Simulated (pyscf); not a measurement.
**Four-centre exchange: H₃Sn–SnH₃ + H₂S → HS–SnH₂–SnH₃ + hydrogen (H₂)**

Gas phase, singlet surface, charge 0. Bonds broken: Sn1–H3, S9–H10. Bonds formed: Sn1–S9, H3–H10. Optimised with ωB97X-D3(BJ)/def2-SVP in PySCF.

Transition state (Å):

```xyz
11

Sn    -0.1811     0.1804    -0.7902
Sn     0.6718    -1.6867     1.0148
H     -1.9964    -0.1193     0.0757
H     -0.6767    -0.3864    -2.3168
H      1.0722     1.3512    -0.9639
H      2.3080    -2.1287     0.7749
H     -0.3110    -3.0784     0.9011
H      0.5137    -1.0320     2.5857
S     -1.8729     2.3744    -0.6572
H     -2.2467     0.8962    -0.1405
H     -1.4201     2.7044     0.5696
```

One imaginary mode, 1598i cm⁻¹; descent along it reached the two sides named.

```json
[
 {"bond": "Sn1–H3", "change": "breaks", "reactant side (Å)": "1.710", "saddle": "2.033", "product side": "4.3"},
 {"bond": "S9–H10", "change": "breaks", "reactant side (Å)": "1.346", "saddle": "1.610", "product side": "3.0"},
 {"bond": "Sn1–S9", "change": "forms", "reactant side (Å)": "3.7", "saddle": "2.8", "product side": "2.419"},
 {"bond": "H3–H10", "change": "forms", "reactant side (Å)": "3.1", "saddle": "1.068", "product side": "0.763"}
]
```

Electronic energies relative to the separated reactants (kJ/mol):

| level | barrier | reaction energy | reverse barrier |
|---|---|---|---|
| ωB97X-D3(BJ)/def2-TZVP | 167.0 | -55.5 | 222.5 |
| PBE/def2-TZVP | 136.4 | -39.8 | 176.3 |
| r²SCAN/def2-TZVP | 146.6 | -43.7 | 190.4 |
| B3LYP-D3(BJ)/def2-TZVP | 157.2 | -44.0 | 201.2 |
| PBE0-D3(BJ)/def2-TZVP | 150.3 | -41.9 | 192.3 |
| M06-2X/def2-TZVP | 159.3 | -53.6 | 212.9 |
| ωB97M-D3(BJ)/def2-TZVP | 180.1 | -34.3 | 214.3 |
| HF/def2-TZVP | 254.6 | -22.3 | 276.8 |

With ωB97M-D3(BJ)/def2-TZVP energies and thermal terms (ideal gas, 1 atm, RRHO with modes under 100 cm⁻¹ raised to 100, one conformer, R ln 2 for rigid chiral ones), in kJ/mol:

| T (K) | ΔH‡ | ΔG‡ | ΔH | ΔG |
|---|---|---|---|---|
| 298 | 173.8 | 214.9 | -37.0 | -32.4 |
| 600 | 175.8 | 256.0 | -32.0 | -29.7 |
| 900 | 179.3 | 295.4 | -28.6 | -29.3 |
| 1200 | 183.0 | 333.6 | -26.4 | -29.9 |

This is the saddle that the search found; another between the same sides may lie lower. Elements past Kr carry the def2 core potentials, without spin-orbit coupling.
